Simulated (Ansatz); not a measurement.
C3H5FS can be A, `CC(=S)CF`, or B, `C=CC(F)S`.

Calculated with Ansatz (gas phase, PBE0-D4/def2-TZVP geometries, no zero-point term in ΔE). CCSD(T)/CBS is the MP2 limit (def2-TZVPP, def2-QZVPP) plus CCSD(T) − MP2 in def2-TZVPP, frozen cores. Functionals use def2-TZVPP. B3LYP here is the variant with VWN-RPA as its local correlation; programs differ in this. Each species was taken in one conformer, which may not be the lowest.

Task: Which is lower in electronic energy at CCSD(T)/CBS, and by how much? (Best estimate.)

Result: Ansatz gave: A, by 4.0 kcal/mol.

Task: Give E(B) − E(A) in kcal/mol with B3LYP, B2PLYP, r2SCAN-D4, CCSD(T)/def2-TZVPP, B3LYP-D4, PBE-D4, ωB97M-V. (Best estimate.)

Result: Computed: B3LYP 4.3, B2PLYP 4.9, r2SCAN-D4 5.0, CCSD(T)/def2-TZVPP 4.3, B3LYP-D4 4.2, PBE-D4 4.9, ωB97M-V 3.7. None reverses the order clearly.

Largest T1 diagnostic: 0.015.

In def2-TZVPP, CCSD(T) changes the Hartree–Fock value by +1.2 kcal/mol (the triples alone add +0.6 kcal/mol) and MP2 by +2.3 kcal/mol.
